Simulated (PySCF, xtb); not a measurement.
Bonds broken one at a time in the series C F-Cl. Gas-phase values, no solvent. Strings in code marks are SMILES.

Quantity: homolytic bond dissociation enthalpy at 298 K (no spin–orbit term), in kcal/mol. Enthalpy corrections at 298 K come from GFN2-xTB frequencies (xtb).

Level 1: B3LYP/6-311+G** // PBE0-D3(BJ)/def2-TZVP (PySCF)
Level 2: PBE/6-31G* // PBE0-D3(BJ)/def2-TZVP (PySCF)
Level 3: HF/3-21G // PBE0-D3(BJ)/def2-TZVP (PySCF)
Level 4: HF/6-31G* // PBE0-D3(BJ)/def2-TZVP (PySCF)

| species | level 1 | level 2 | level 3 | level 4 |
|---|---|---|---|---|
| C–Cl bond of `FC(F)(F)Cl`, giving `F[C](F)F` and `[Cl]` | 78.5 | 87.8 | 33.1 | 51.8 |
| F–C bond of `FC(F)(F)Cl`, giving `F[C](F)Cl` and `[F]` | 114.4 | 129.8 | 75.3 | 83.3 |
| F–C bond of `FC(Cl)(Cl)Cl`, giving `Cl[C](Cl)Cl` and `[F]` | 99.0 | 111.3 | 55.3 | 60.9 |
| Cl–C bond of `ClC(Cl)(Cl)Cl`, giving `Cl[C](Cl)Cl` and `[Cl]` | 58.6 | 66.4 | 28.8 | 30.3 |
| F–C bond of `FC(F)(F)F`, giving `F[C](F)F` and `[F]` | 120.8 | 137.5 | 85.5 | 92.1 |
| C–Cl bond of `FC(Cl)(Cl)Cl`, giving `F[C](Cl)Cl` and `[Cl]` | 66.0 | 74.3 | 29.7 | 38.4 |
